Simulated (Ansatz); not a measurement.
**CH₃OSi+ (SMILES [CH+]=[SiH]O): one structure at several levels**

The task here is to estimate one member of a computed series from the others.

Computed with Ansatz 0.2.0, Gaussian basis. Level: single points in def2-TZVPP.

Cores are frozen in the correlated methods.

1 further run of the same task is left out (it didn't finish).

## The starting structure

SMILES `[CH+]=[SiH]O`, 6 atoms, charge 1, spin multiplicity 1.

Atoms are counted from 1 here; the program's logs count them from 0.

Bond lengths: C1–Si2 1.724 Å, C1–H4 1.117 Å, Si2–O3 1.621 Å, Si2–H5 1.440 Å, O3–H6 0.963 Å. Angles: Si2–C1–H4 150.5°, C1–Si2–O3 117.5°, C1–Si2–H5 111.1°, O3–Si2–H5 129.5°, Si2–O3–H6 125.9°.

Coordinates:

```
C    -0.94868   -0.68566   -0.96504
Si    0.08768    0.37944   -0.09102
O     0.81875   -0.20449    1.23216
H    -1.92901   -1.20846   -1.08440
H     0.39849    1.55145   -0.86739
H     1.59405    0.17251    1.66202
```

The first run:

Contents of run/in.yaml:

```yaml
crystal:
  periodic: [false, false, false]
  atoms:
    - {symbol: C, position_ang: [-0.948679, -0.685661, -0.965043]}
    - {symbol: Si, position_ang: [0.087685, 0.379444, -0.091018]}
    - {symbol: O, position_ang: [0.818751, -0.204487, 1.232159]}
    - {symbol: H, position_ang: [-1.929010, -1.208457, -1.084396]}
    - {symbol: H, position_ang: [0.398488, 1.551453, -0.867392]}
    - {symbol: H, position_ang: [1.594047, 0.172511, 1.662020]}
basis:
  gaussian: {orbitals: def2-TZVPP}
total_charge: 1
hamiltonian: {xc: pbe, dispersion: d4}
output: {forces: true}
```

Launch:

```sh
> ansatz run in.yaml --threads 2 --pin off --events-out ev --progress --plain --max-ram 3481MiB
```

Among the steps run: PBE-D4/def2-TZVPP; r2SCAN-D4/def2-TZVPP; PBE0-D4/def2-TZVPP; wB97M-V/def2-TZVPP; CCSD(T)/def2-TZVPP.

One table of the session follows, with a row left open; its other results are not shown here.

```
   method  RMS force component (eV/Å)  angle to CCSD(T) forces (°)
   PBE-D4                       0.747                         16.6
r2SCAN-D4                       0.820                          7.4
  PBE0-D4                           ?                            ?
  wB97M-V                       0.812                          7.3
  CCSD(T)                       0.859                    reference
```

Q: Estimate the row for PBE0-D4 from the others.

**Answer.** RMS force component (eV/Å): 0.837; angle to CCSD(T) forces (°): 8.9. In the column «RMS force component (eV/Å)» it lies between r2SCAN-D4 (0.820) and CCSD(T) (0.859).

Limits of these values: CCSD(T) in triple zeta still lacks some correlation energy of the bonds, so part of these gaps is its own basis error and they don't rank the functionals.
